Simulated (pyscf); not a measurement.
Optimised with ωB97X-D3(BJ)/def2-SVP in PySCF.

### Question
Estimate by transition-state theory (the high-pressure limit) the rate constant of F–N(F)–F + F–Ge:–F [singlet] -> F–N(F)–Ge(F)(F)–F (singlet surface; F–N broken, F–Ge, Ge–N formed) at 1200 K, with ωB97M-D3(BJ)/def2-TZVP energies (ideal gas, 1 atm, RRHO with modes under 100 cm⁻¹ raised to 100, one conformer, R ln 2 for chiral ones without a mode under 150 cm⁻¹; no tunnelling).

### Answer
The electronic barrier is 37.3 kcal/mol and the thermal terms add +40.6, so ΔG‡ = 77.9 kcal/mol. With k_BT/h = 2.50e+13 s⁻¹ and RT = 2.385 kcal/mol, and a volume of 1.64e-19 cm³ per molecule at 1 atm, k = 2.6e-20 cm³ molecule⁻¹ s⁻¹. The product is born with the 90 kcal/mol of the reverse barrier and needs collisions to keep. Wigner's tunnelling factor for 407i cm⁻¹ would be 1.01. A shift of 1 kcal/mol in the barrier changes k by a factor 1.5. One saddle was located; it need not be the lowest between these sides. One closed-shell reference is unstable to symmetry breaking; treat the single-reference values with care. Elements up to Kr have no core potential and no relativistic terms here.
